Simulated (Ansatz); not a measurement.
Reaction (hydrogen abstraction from the Si–H bond): disiloxane + Cl• → `[SiH2]O[SiH3]`• + HCl

Computed with Ansatz on PBE0-D4/def2-TZVP structures; ΔE is electronic, products minus reactants. CCSD(T)/CBS adds triple-zeta CCSD(T) − MP2 to the extrapolated MP2 energy (def2 sets, frozen cores). This one scheme is used for every species, atoms too. Functionals use def2-TZVPP. No spin–orbit coupling; open shells (•) take unrestricted orbitals. Spin–orbit coupling would lower the free atoms: a little for Cl.

Question: Is it downhill or uphill in electronic energy at CCSD(T)/CBS, and by how much? (An estimate is asked.)

Answer: Computed: Downhill: ΔE = -0.39 eV.

Question: What do these levels give: B97M-V, ωB97M-V, r2SCAN0, LC-ωPBE, CCSD/def2-SVP, SCS-MP2/def2-QZVPP? (An estimate is asked.)

Answer: The calculation gave: B97M-V -0.48, ωB97M-V -0.38, r2SCAN0 -0.47, LC-ωPBE -0.43, CCSD/def2-SVP -0.15, SCS-MP2/def2-QZVPP -0.34 eV.

Question: What do rigid-rotor, harmonic-oscillator terms from PBE0-D4/def2-TZVP frequencies (298.15 K, 1 bar) make of the CCSD(T)/CBS value? (Estimate.)

Answer: The calculation gave: ΔZPE = -0.08 eV, ΔH = -0.44 eV, ΔS = 20 J/(mol·K), ΔG = -0.50 eV. Open shells count their whole term as degenerate. Modes under 50 cm⁻¹ make the entropy rough.

Largest T1 diagnostic among the species: 0.014.

From r2SCAN to r2SCAN0 (25 % exact exchange), in def2-TZVPP and without D4, ΔE moves by +0.10 eV. Leaving LDA and LC-ωPBE aside and taking each functional with its dispersion term where it has one, the values, not all of them listed here, spread over 0.43 eV, from PBE-D4 to BHLYP-D4. LDA lies −0.21 eV from PBE without D4. In def2-TZVPP, CCSD(T) changes the Hartree–Fock value by −0.39 eV (the triples alone add −0.06 eV) and MP2 by −0.52 eV.
